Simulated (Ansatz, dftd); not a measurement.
Species: Si2H6, charge 0, singlet. Si2H6 (SMILES [SiH3][SiH3]).
B3LYP-D3(BJ)/def2-TZVP minimum from Ansatz (an electronic-structure program):
```xyz
8

Si     0.0002    -0.0110     1.1721
Si    -0.0002     0.0110    -1.1721
H     -0.0004     1.3752     1.6997
H     -1.2040    -0.7120     1.6803
H      1.2055    -0.7108     1.6798
H      0.0004    -1.3752    -1.6997
H     -1.2055     0.7108    -1.6798
H      1.2040     0.7120    -1.6803
```

Property: atomisation energy (electronic, to ground-state atoms), in kcal/mol. UHF or UKS for unpaired electrons; spin-orbit terms are left out. CBS(X,Y): correlation extrapolated as X^-3, Hartree-Fock from the larger set (Q,5: extrapolated as (X+1)exp(-9√X)). A bracket is a step between two methods taken in the basis named. Functionals run without relativity, which enters their misses. Double hybrids freeze cores in their MP2 part. '+ core + X2C': CCSD(T) terms for core correlation (cc-pwCVTZ, 1s frozen past Ne) and scalar relativity (cc-pVTZ-DK). For partners of very few electrons the exact lower level stands in for a higher one.

Compared with CCSD(T)/CBS(cc-pV(Q+d)Z,cc-pV(5+d)Z) + [CCSDT(Q) - CCSD(T)]/cc-pV(D+d)Z + core + X2C (Ansatz): 534.6 kcal/mol.

Q: Rank these levels by how close they come to it, closest first: CAM-B3LYP/def2-TZVPD (Ansatz); r2SCANh-D4/def2-TZVPD (Ansatz + dftd4); B2GP-PLYP-D3(BJ)/def2-TZVPD (Ansatz + dftd3).

A: CAM-B3LYP/def2-TZVPD (534.3 kcal/mol, difference -0.3), r2SCANh-D4/def2-TZVPD (532.6 kcal/mol, difference -2.0), B2GP-PLYP-D3(BJ)/def2-TZVPD (526.7 kcal/mol, difference -7.9)
